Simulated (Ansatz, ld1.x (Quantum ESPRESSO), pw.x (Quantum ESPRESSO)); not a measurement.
**What a changed setting does to a pw.x run (fcc O)**

Potential: PAW, ld1.x (Quantum ESPRESSO) 7.5, PBEsol; core [He], reference 2s2 2p4; waves: 2s (bound): rcut 0.55, rcutus 0.70 bohr; 2s channel at 0.55 Ry: rcut 0.55, rcutus 0.70 bohr; 2p (bound): rcut 1.65, rcutus 1.95 bohr; 2p channel at 1.4 Ry: rcut 1.65, rcutus 1.95 bohr; local part: all-electron potential smoothed inside 1.55 bohr (lloc = -1); core correction: Bessel-smoothed model core inside 0.65 bohr; augmentation: PSQ, radius 0.55 bohr.

The reference run (k-mesh 18³, cutoffs 110/900 Ry, Fermi–Dirac 0.01 Ry, mixing_beta 0.4, conv_thr 1e-9, no spin) gives 1.30 GPa at 7.524 Å³/atom, where all-electron LAPW gives 0.20 GPa. This run, with its own iteration cap, changes k-mesh points per axis to 1, a wrong or extreme entry chosen on purpose.

```
&control
  calculation='scf', prefix='x', pseudo_dir='./', outdir='./tmp', tstress=.true., disk_io='none'
/
&system
  ibrav=0, nat=1, ntyp=1, ecutwfc=110, ecutrho=900, nbnd=10,
  occupations='smearing', smearing='fd', degauss=0.01
/
&electrons
  conv_thr=1e-09, mixing_beta=0.4, electron_maxstep=70
/
ATOMIC_SPECIES
O 1.0 O.UPF
CELL_PARAMETERS angstrom
  0.00000000 1.55527168 1.55527168
  1.55527168 0.00000000 1.55527168
  1.55527168 1.55527168 0.00000000
ATOMIC_POSITIONS crystal
O 0.0000 0.0000 0.0000
K_POINTS automatic
1 1 1 0 0 0
```

```bash
pw.x < O.scf.in > O.scf.out
```

Question: How does the run end?

Answer: It converges in 15 iterations; the free energy moves by +11.34 eV/atom and the pressure by +273.13 GPa. The result is not a property of the crystal.

```
Message from routine setup:
     using ibrav=0 with symmetry is DISCOURAGED, use correct ibrav instead
     lattice parameter (alat)  =       4.1564  a.u.
     unit-cell volume          =      50.7745 (a.u.)^3
     number of electrons       =         6.00
     number of Kohn-Sham states=           10
     kinetic-energy cutoff     =     110.0000  Ry
     charge density cutoff     =     900.0000  Ry
     scf convergence threshold =      1.0E-09
     Exchange-correlation= SLA  PW   PSX  PSC
     number of k points=     1  Fermi-Dirac smearing, width (Ry)=  0.0100
     iteration #  1     ecut=   110.00 Ry     beta= 0.40
     total energy              =     -39.99744970 Ry
     estimated scf accuracy    <       0.15546879 Ry
     iteration #  2     ecut=   110.00 Ry     beta= 0.40
     negative rho (up, down):  4.248E-04 0.000E+00
     total energy              =     -39.98549997 Ry
     estimated scf accuracy    <       0.03157461 Ry
     iteration #  3     ecut=   110.00 Ry     beta= 0.40
     negative rho (up, down):  3.371E-04 0.000E+00
     total energy              =     -39.99538725 Ry
     estimated scf accuracy    <       0.00051738 Ry
     [... 9 iterations left out ...]
     iteration # 13     ecut=   110.00 Ry     beta= 0.40
     negative rho (up, down):  9.807E-05 0.000E+00
     total energy              =     -39.99582376 Ry
     estimated scf accuracy    <       0.00000001 Ry
     iteration # 14     ecut=   110.00 Ry     beta= 0.40
     negative rho (up, down):  9.866E-05 0.000E+00
     total energy              =     -39.99582377 Ry
     estimated scf accuracy    <          2.5E-09 Ry
     iteration # 15     ecut=   110.00 Ry     beta= 0.40
     negative rho (up, down):  9.843E-05 0.000E+00
     the Fermi energy is    11.0797 ev
!    total energy              =     -39.99582377 Ry
     estimated scf accuracy    <          2.7E-10 Ry
     smearing contrib. (-TS)   =      -0.03819085 Ry
     convergence has been achieved in  15 iterations
     negative rho (up, down):  9.843E-05 0.000E+00
          total   stress  (Ry/bohr**3)                   (kbar)     P=     2744.37
     Message from routine punch:
     Nothing written, as per user request (disk_io='none')
```

The run took about 1.7 s on one core of a shared host (Neoverse-V2, 96 threads, 742 GiB, load 68).
